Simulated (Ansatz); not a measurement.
BH, triplet: how well a Morse curve fills in a stretch

Starting geometry (PBE0/def2-TZVP stationary point for this spin, which needn't be the lowest; state Π):

```xyz
2

B     0.0000    0.0000    0.0000
H     0.0000    0.0000    1.1940
```

Atom H2 moves along the line of the distance B1-H2, all else staying in place. Energies are in eV from the starting point at each level.

Basis cc-pVQZ; Ansatz 0.2.0. Correlated methods freeze the noble-gas cores.

Full CI is exact within this basis and frozen core; it isn't the basis-set limit.

```
distance B1-H2 (Å)  full CI   PBE0
             0.938    1.219  1.225
             1.061    0.256  0.258
             1.194    0.000  0.000
             1.327    0.166  0.170
             1.474        ?      ?
             1.633    1.072  1.121
             1.938    1.840  1.963
             2.219    2.166  2.348
             2.674    2.297  2.537
             3.215    2.321  2.582
             4.044    2.330  2.594
```

A Morse curve E(r) = E0 + De (1 − exp(−a (r − re)))² is laid through the three points about the minimum (1.061, 1.194, 1.327 Å), with E0 + De set to the last point:

```json
{"level": "full CI", "re (Å)": "1.189", "a (1/Å)": "2.245", "E0 (eV)": "0.000", "De (eV)": "2.330", "k = 2 De a² (eV/Å²)": "23.5"}
{"level": "PBE0", "re (Å)": "1.189", "a (1/Å)": "2.144", "E0 (eV)": "0.000", "De (eV)": "2.594", "k = 2 De a² (eV/Å²)": "23.8"}
```

Task: Use the full-CI fit to predict the withheld energy at 1.474 Å.

Result: exp(−2.245 × (1.474 − 1.189)) = 0.5274; E = 0.000 + 2.330 × (1 − 0.5274)² = 0.520 eV. Full CI in cc-pVQZ gives 0.569 eV, so the Morse form is 0.049 eV too low there (2.1 % of De). At the other points past the fit it misses by up to 0.30 eV (at 1.938 Å), so the curve isn't Morse-like throughout. PBE0 gives 0.588 eV.

Kohn–Sham is unrestricted where that lies lower.

De here is the depth of the well in this basis, without the zero-point term.
